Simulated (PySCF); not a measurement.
Gas-phase reaction: 3 CH3SiH + 3 C2H5OH ⇌ 3 H3SiOCH3 + C2H2 (acetylene) + C4H10 (isobutane)

Computed with PySCF and rigid-rotor harmonic-oscillator thermochemistry at 1 bar. S°(298 K) at PBE0/def2-TZVP differs from the NASA 1993 table for C2H5OH (-11 J/mol/K); whether the harmonic model or the table's entry is off was not settled. † marks an energy on the PBE0/def2-TZVP geometry and frequencies; other levels use their own. MP2 freezes the core. All species are closed-shell singlets. No R ln 2 is added for the mirror-image form of C2H5OH. CH3SiH: computed as isolated molecules; such fragments, hydroxides, amides, oligomers or adducts are transient or little studied in the gas. MP2 isn't extrapolated to the basis-set limit; its ΔH°(298 K) is -588.5 kJ in def2-SVP and -619.0 kJ in def2-TZVPP. The harmonic model lacks anharmonicity and excited electronic states, which grow with temperature; levels with a mode under 35 cm⁻¹ are left out. Internal rotation in CH3SiH, C2H5OH, H3SiOCH3, C4H10 (isobutane) is treated as a harmonic vibration of one conformer, which makes the entropy rough.

```
level               ΔE electronic, kJ  ΔH°(298 K), kJ  ΔS°(298 K), J/K  ΔG°(1600 K), kJ
------------------  -----------------  --------------  ---------------  ---------------
BLYP/def2-TZVP†                  -520            -539             -203             -232
MP2/def2-SVP†                    -570            -588             -203             -282
PBE0/def2-SVP†                   -476            -494             -203             -188
PBE0/def2-TZVP                   -516            -535             -203             -229
ωB97M-V/def2-TZVP†               -539            -558             -203             -252
```
ΔH° is lowest at MP2/def2-SVP† and highest at PBE0/def2-SVP†. No reference value is set beside these.
